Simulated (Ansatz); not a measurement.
The same path of H2O + H6Si2 (11 atoms, charge 0, multiplicity 1) was run twice with different band settings. Lost on the way: Si1–H2, O9–H11. Made: Si1–O9, H2–H11.

The calculation used RHF/def2-SVP in Ansatz.

Relaxed end points:

```xyz
11
Properties=species:S:1:pos:R:3
Si -0.170 0.384 -0.218
H -0.350 0.639 1.231
H 1.274 0.325 -0.544
H -0.754 1.538 -0.954
Si -1.272 -1.612 -0.870
H -1.998 -2.222 0.272
H -2.271 -1.329 -1.934
H -0.312 -2.605 -1.414
O 0.940 -2.136 1.371
H 1.435 -2.870 1.037
H 0.512 -2.449 2.154
```

```xyz
11
Properties=species:S:1:pos:R:3
Si 0.376 -0.303 -0.616
H -0.531 -1.246 3.703
H 1.282 -0.128 -1.780
H -0.146 1.019 -0.216
Si -1.398 -1.749 -1.237
H -2.384 -1.878 -0.135
H -2.089 -1.222 -2.442
H -0.866 -3.101 -1.552
O 1.208 -0.899 0.692
H 1.699 -1.702 0.622
H -0.117 -1.126 3.092
```

Common settings: spring 5.0 eV/Å²; optimiser quadratic models (default); start path through a guess of the saddle point; force threshold 0.05 eV/Å; iteration limit 60; end points relaxed.

| run | movable images | climbing image |
| --- | --- | --- |
| 1 | 5 | yes |
| 2 | 4 | no |

**Question.** What does each run give, and how far can it be trusted?

**Answer.** Run 1: converged after 33 iterations, highest image 2.700 eV above the first end. Neighbouring images differ by up to 2.9 eV, so the band resolves the path poorly. A vibrational analysis at the climbing image gives one clearly imaginary mode, 1716i cm⁻¹: a first-order saddle point.
Run 2: converged after 19 iterations, highest image 0.920 eV above the first end. No image climbed, so the highest image needn't sit at the top of the path. A band with more images between the same ends climbed to 2.70 eV, so this one has probably stepped over the top.
The orbitals stay closed-shell, which can raise the energy where a bond breaks towards radicals; this wasn't checked here.
